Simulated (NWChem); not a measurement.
# O2F (SMILES [O]OF): levels of theory compared

Aim: a comparison of 6 runs (UHF/STO-3G, UHF/3-21G, UB3LYP/6-31G*, UM06-2X/def2-TZVPPD, UPBE0/def2-TZVPPD) of O2F. 

The results are computed with NWChem 7.3.0.

2 further runs of the same task are left out: 2 set aside as unsound or not needed. Runs told in other sessions of the task aren't counted.

## (1) The molecule

The species is O2F (3 atoms), meant as a doublet with charge 0. As SMILES, `[O]OF`. The O2–F3 distance was set to 1.573 Å, away from the relaxed value.

Bond lengths: O1–O2 1.358 Å. A long bond or contact: O2–F3 1.573 Å.

## (2) A single-point energy at UHF/STO-3G (run 1)

The input, run.py:

```python
from ase import Atoms
from ase.calculators.nwchem import NWChem

system = Atoms('OOF', positions=[
    [1.053414, -0.414432, 0.535384],
    [0.133270, 0.497870, 0.127930],
    [-1.066650, -0.202430, -0.610160],
])

calc = NWChem(
    label='mol',
    theory='scf',
    memory='2200 mb',
    basis='STO-3G',
    basispar='spherical bse',
    scf={'nopen': '1', 'uhf': None, 'thresh': '1e-08', 'maxiter': '80', 'print': 'low'},
    task='energy',
)
system.calc = calc

print("Total energy (eV):", round(system.get_potential_energy(), 6))
```

Run with:

```bash
$ export ASE_NWCHEM_COMMAND="nwchem PREFIX.nwi > PREFIX.nwo"
$ python run.py
```

What it wrote:

```text
Total energy (eV): -6683.338918
```

The calculator wrote mol.nwi:

```
title "mol"

permanent_dir mol

scratch_dir mol

start mol

geometry units angstrom nocenter noautosym noautoz
  O  1.0534140000000001e+00 -4.1443200000000002e-01 5.3538399999999997e-01
  O  1.3327000000000000e-01 4.9786999999999998e-01 1.2792999999999999e-01
  F  -1.0666500000000001e+00 -2.0243000000000000e-01 -6.1016000000000004e-01
end

memory 2200 mb

basis spherical bse noprint
   * library STO-3G
end

scf
  nopen 1
  uhf
  thresh 1e-08
  maxiter 80
  print low
end

task scf energy
```

mol.nwo:

```text
Northwest Computational Chemistry Package (NWChem) 7.3.0
             --------------------------------------------------------

           Job information
           ---------------

    nwchem branch   = 7.3.0
    use scalapack   = T
    input           = mol.nwi
    prefix          = mol.
    data base       = mol/mol.db
    status          = startup
    nproc           =        1

           Memory information
           ------------------

    heap     =     72089594 doubles =      550.0 Mbytes
    stack    =     72089599 doubles =      550.0 Mbytes
    global   =    144179200 doubles =     1100.0 Mbytes (distinct from heap & stack)
    total    =    288358393 doubles =     2200.0 Mbytes
    verify   = yes
    hardfail = no

           Directory information
           ---------------------

  0 permanent = mol
  0 scratch   = mol

                                NWChem Input Module
                                -------------------

                                        mol
                                        ---

[... 22 lines left out ...]
            Nuclear Dipole moment (a.u.)
[... 22 lines left out ...]

                                 NWChem SCF Module
                                 -----------------

                                        mol

  ao basis        = "ao basis"
  functions       =    15
  atoms           =     3
  alpha electrons =    13
  beta  electrons =    12
  charge          =   0.00
  wavefunction    = UHF
  input vectors   = atomic
  output vectors  = mol/mol.movecs
  use symmetry    = F
  symmetry adapt  = F

 Forming initial guess at       0.1s

 Starting SCF solution at       0.1s

  ga_iter_lsolve: convergence stagnant ... aborting solve

       Final UHF  results
       ------------------

         Total SCF energy =   -245.608177107373
      One electron energy =   -472.702996841561
      Two electron energy =    162.192596698763
 Nuclear repulsion energy =     64.902223035425

                       Sz =      0.5000
                 Sz(Sz+1) =      0.7500
                      S^2 =      1.3478

        Time for solution =      0.8s

 Task  times  cpu:        0.9s     wall:        0.9s
 Total times  cpu:        0.9s     wall:        0.9s
```

It took 2.2 s on 1 thread of Intel Xeon Platinum 8259CL at 2.50GHz (Skylake/Cascade Lake), shared host; peak memory 0.1 GiB.

## (3) A single-point energy at UHF/3-21G (run 2)

The input, run.py:

```python
from ase import Atoms
from ase.calculators.nwchem import NWChem

atoms = Atoms('OOF', positions=[
    [1.053414, -0.414432, 0.535384],
    [0.133270, 0.497870, 0.127930],
    [-1.066650, -0.202430, -0.610160],
])

calc = NWChem(
    label='mol',
    theory='scf',
    memory='2200 mb',
    basis='3-21G',
    basispar='spherical bse',
    scf={'nopen': '1', 'uhf': None, 'thresh': '1e-08', 'maxiter': '80'},
    task='energy',
)
atoms.calc = calc

print("Total energy (eV):", round(atoms.get_potential_energy(), 6))
```

Run with:

```bash
$ export ASE_NWCHEM_COMMAND="nwchem PREFIX.nwi > PREFIX.nwo"
$ python run.py
```

What it wrote:

```text
Total energy (eV): -6737.081319
```

The calculator wrote mol.nwi:

```
title "mol"

permanent_dir mol

scratch_dir mol

start mol

geometry units angstrom nocenter noautosym noautoz
  O  1.0534140000000001e+00 -4.1443200000000002e-01 5.3538399999999997e-01
  O  1.3327000000000000e-01 4.9786999999999998e-01 1.2792999999999999e-01
  F  -1.0666500000000001e+00 -2.0243000000000000e-01 -6.1016000000000004e-01
end

memory 2200 mb

basis spherical bse noprint
   * library 3-21G
end

scf
  nopen 1
  uhf
  thresh 1e-08
  maxiter 80
end

task scf energy
```

mol.nwo:

```text
Northwest Computational Chemistry Package (NWChem) 7.3.0
             --------------------------------------------------------

           Job information
           ---------------

    nwchem branch   = 7.3.0
    use scalapack   = T
    input           = mol.nwi
    prefix          = mol.
    data base       = mol/mol.db
    status          = startup
    nproc           =        1

           Memory information
           ------------------

    heap     =     72089594 doubles =      550.0 Mbytes
    stack    =     72089599 doubles =      550.0 Mbytes
    global   =    144179200 doubles =     1100.0 Mbytes (distinct from heap & stack)
    total    =    288358393 doubles =     2200.0 Mbytes
    verify   = yes
    hardfail = no

           Directory information
           ---------------------

  0 permanent = mol
  0 scratch   = mol

                                NWChem Input Module
                                -------------------

                                        mol
                                        ---

[... 91 lines left out ...]
 Convergence threshold     :          1.000E-08
[... 20 lines left out ...]
       Final UHF  results
[... 3 lines left out ...]
      One electron energy =   -472.698179381569
[... 1 line left out ...]
 Nuclear repulsion energy =     64.902223035425
[... 35 lines left out ...]
          Final beta eigenvalues
[... 194 lines left out ...]
                     UHF Final Beta Molecular Orbital Analysis
[... 203 lines left out ...]
   Mulliken analysis of the beta density
   -------------------------------------

    Atom       Charge   Shell Charges
 -----------   ------   -------------------------------------------------------
    1 O    8     3.49   0.99  0.23  0.68  0.75  0.84
    2 O    8     3.60   0.99  0.23  0.73  0.74  0.91
    3 F    9     4.90   0.99  0.24  1.40  0.76  1.51

   Mulliken analysis of the spin density
   -------------------------------------

    Atom       Charge   Shell Charges
 -----------   ------   -------------------------------------------------------
    1 O    8     0.99   0.00  0.02  0.57  0.00  0.39
    2 O    8     0.78  -0.00  0.01  0.47 -0.00  0.30
    3 F    9    -0.76   0.00 -0.01 -0.41  0.02 -0.36

       Multipole analysis of the density wrt the origin
       ------------------------------------------------

     L   x y z        total         alpha         beta         nuclear
     -   - - -        -----         -----         ----         -------
     0   0 0 0      0.000000    -13.000000    -12.000000     25.000000

     1   1 0 0      0.097961     -1.689086      1.988073     -0.201025
[... 8 lines of this table left out ...]
     2   0 0 2    -10.630417    -16.034354    -15.217795     20.621732

 Task  times  cpu:        1.4s     wall:        1.4s
 Total times  cpu:        1.5s     wall:        1.5s
```

It took 3.3 s on 1 thread of Intel Xeon Platinum 8259CL at 2.50GHz (Skylake/Cascade Lake), shared host; peak memory 0.098 GiB.

Runs 3 to 5 aren't shown in full; the table further down has their settings and results.

## (4) A single-point energy at UPBE0/def2-TZVPPD (run 6)

The input, fo2.nw:

```
start fo2
title "FO2 energy"
memory stack 880 mb heap 220 mb global 1100 mb

geometry noautosym nocenter noautoz
   O        1.053414      -0.414432       0.535384
   O        0.133270       0.497870       0.127930
   F       -1.066650      -0.202430      -0.610160
end

basis spherical bse
   * library def2-TZVPPD
end

dft
   xc pbe0
   mult 2
   grid fine
   convergence energy 1e-08
   maxiter 100
   mulliken
end

task dft energy
```

Run with:

```bash
$ nwchem fo2.nw > fo2.out
```

What it wrote:

```text
[...]
          Wavefunction type:  spin polarized.
          No. of atoms     :     3
          No. of electrons :    25
[...]
          Charge           :     0
          Spin multiplicity:     2
[...]
          AO basis - number of functions:   120
[...]
              XC Information
              --------------
                         PBE0 Method XC Functional
                     Hartree-Fock (Exact) Exchange  0.250
          PerdewBurkeErnzerhof Exchange Functional  0.750
            Perdew 1991 LDA Correlation Functional  1.000 local
           PerdewBurkeErnz. Correlation Functional  1.000 non-local
[...]
 d= 0,ls=0.0,diis     1   -249.7000951040 -3.15D+02  6.27D-03  5.64D-01     3.9
[...]
 d= 0,ls=0.0,diis    18   -249.9002038867 -3.88D-09  2.49D-07  3.26D-10    59.8
[...]
         Total DFT energy =     -249.900203886655
      One electron energy =     -474.463393849106
           Coulomb energy =      186.680067461517
    Exchange-Corr. energy =      -27.019100534491
 Nuclear repulsion energy =       64.902223035425
[...]
      Total Density - Mulliken Population Analysis
     ---------------------------------------------
    Atom       Charge   Shell Charges
 -----------   ------   -------------------------------------------------------
    1 O    8     8.01   0.80  1.17  0.65  0.99  0.35  0.01  1.72  1.69  0.58  0.02  0.00  0.03 -0.00  0.00
    2 O    8     7.80   0.80  1.17  0.67  1.00  0.27 -0.01  1.68  1.68  0.48  0.00  0.00  0.06 -0.01  0.00
    3 F    9     9.19   0.77  1.20  0.64  1.00  0.38  0.00  2.20  2.04  0.91  0.04  0.00  0.01  0.00  0.00
[...]
      <S2> =      0.7842 (Exact =     0.7500)
[...]
```

Run time: 61 s. Hardware: 1 thread of Intel Xeon Platinum 8259CL at 2.50GHz (Skylake/Cascade Lake), shared host; peak memory 0.12 GiB.

## (5) The series

| run | level | iteration cap | module | energy (Eh) | ⟨S²⟩ | wall time |
| --- | --- | --- | --- | --- | --- | --- |
| 1 | UHF/STO-3G | 80 | scf | -245.608177 | 1.348 | 2.2 s |
| 2 | UHF/3-21G | 80 | scf | -247.583174 | 1.359 | 3.3 s |
| 3 | UB3LYP/6-31G* (spherical functions) | 100 | dft | -250.031417 | 0.772 | 17 s |
| 4 | UB3LYP/6-31G* (Cartesian functions) | 100 | dft | -250.036017 | 0.772 | 20 s |
| 5 | UM06-2X/def2-TZVPPD | 100 | dft | -250.036072 | 0.801 | 65 s |
| 6 | UPBE0/def2-TZVPPD | 100 | dft | -249.900204 | 0.784 | 61 s |

## (6) Results

| quantity | value |
| --- | --- |
| run 6: total energy | -249.90020 Eh |
| run 6: dipole moment | 1.02 D |
| run 6: HOMO energy (highest over α and β) | -10.53 eV |
| run 6: LUMO energy (lowest over α and β) | -5.03 eV |
| run 6: ⟨S²⟩ | 0.784 |

Over runs 2, 3, 4, 5, 6 the dipole moment (its size) runs from 0.29 D (UHF/3-21G) to 1.02 D (UPBE0/def2-TZVPPD). The two ends differ in method and basis. Totals of different functionals can't be ranked against each other. In run 1 the basis is minimal, so the values are rough. Spin contamination of the reference: run 2 ⟨S²⟩ = 1.36, run 1 ⟨S²⟩ = 1.35. Where it is this large, the reference is a mixture of spin states, and values that rest on it are in doubt. All runs together took 2.8 min, the longest 65 s.
